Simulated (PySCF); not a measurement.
Molfile (atoms numbered from 1):
```
C4H6O
     RDKit          3D

 11 11  0  0  0  0  0  0  0  0999 V2000
    2.5098   -0.8936    0.1083 O   0  0  0  0  0  0  0  0  0  0  0  0
    1.4467   -0.4336    0.4292 C   0  0  0  0  0  0  0  0  0  0  0  0
    0.3068   -0.2197   -0.4693 C   0  0  0  0  0  0  0  0  0  0  0  0
   -1.0903   -0.3867    0.0860 C   0  0  0  0  0  0  0  0  0  0  0  0
   -0.5889    0.9747   -0.2241 C   0  0  0  0  0  0  0  0  0  0  0  0
    1.2491   -0.1248    1.4769 H   0  0  0  0  0  0  0  0  0  0  0  0
    0.4859   -0.5184   -1.4941 H   0  0  0  0  0  0  0  0  0  0  0  0
   -1.8251   -0.8352   -0.5640 H   0  0  0  0  0  0  0  0  0  0  0  0
   -1.1844   -0.6781    1.1214 H   0  0  0  0  0  0  0  0  0  0  0  0
   -0.9705    1.4892   -1.0922 H   0  0  0  0  0  0  0  0  0  0  0  0
   -0.3337    1.6289    0.5960 H   0  0  0  0  0  0  0  0  0  0  0  0
  1  2  2  0
  2  3  1  0
  3  4  1  0
  4  5  1  0
  5  3  1  0
  2  6  1  0
  3  7  1  0
  4  8  1  0
  4  9  1  0
  5 10  1  0
  5 11  1  0
M  END
```

Method: σ from GIAO-PBE0/pcSseg-1, geometry: GFN2-xTB, in PySCF (non-relativistic, in vacuum, averaged over atoms made equivalent by symmetry, fast rotation or ring inversion, one conformer).

References, each an isolated molecule treated in the same way: 13C, 1H against TMS; 17O against H2O.

| atoms | nucleus | count | Hirshfeld charge | δ (ppm) |
| --- | --- | --- | --- | --- |
| C4/C5 | 13C | 2 | -0.08 | 6.9 |
| H9/H11 | 1H | 2 | 0.05 | 0.86 |
| H6 | 1H | 1 | 0.04 | 8.73 |
| C2 | 13C | 1 | 0.13 | 204.5 |
| C3 | 13C | 1 | -0.05 | ? |
| O1 | 17O | 1 | -0.24 | 676.1 |
| H8/H10 | 1H | 2 | 0.06 | 1.00 |
| H7 | 1H | 1 | 0.06 | ? |

Complete the table.

Answers


- C3: 25.7 ppm, three-membered-ring carbon; carbons of three-membered rings are unusually shielded
- H7: 1.61 ppm, hydrogen on a three-membered-ring carbon

Shifts are as computed. Against solution values, carbons near 30 ppm lie about +3 ppm off and those near 130 ppm about +5 ppm. Of 1211 compounds with measured shifts, 218 miss one by over three times the rms of a fit or turn the order of signals round; such compounds aren't used in these exercises. Unscaled 17O shifts of doubly bonded oxygen tend to come out too high, by tens of ppm or more. Experimental scales use liquid or dissolved standards, which lie at an offset from isolated H2O (liquid H2O: subtract about 36 ppm).
